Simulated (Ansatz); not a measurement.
Two shapes of singlet C₂H₂.

Shape 1:

```xyz
4

C    -0.0140   -0.0452   -0.6204
C    -0.0192   -0.0432    0.6205
H    -0.0291   -0.0316   -1.6538
H     0.0289    0.0338    1.7020
```

Shape 2:

```xyz
4

C     0.0000    0.0000   -0.6526
C     0.0000    0.0000    0.6526
H     0.0000    0.0000   -1.8136
H     0.0000    0.0000    1.8136
```

Basis set: 6-31G* (spherical functions). Left uncorrelated: 2 orbitals. Charge 0, multiplicity 1.

Computed with Ansatz (development build ahead of 0.2.0); each method stands on the lowest determinant of its kind that the runs found.

(1) Which shape is lower in energy, and by how much in each method?

Answers

(1)

```json
{"method": "RHF", "E(2) − E(1) (eV)": "0.917"}
{"method": "RHF-MP2", "E(2) − E(1) (eV)": "0.558"}
```

Shape 1 is lower.
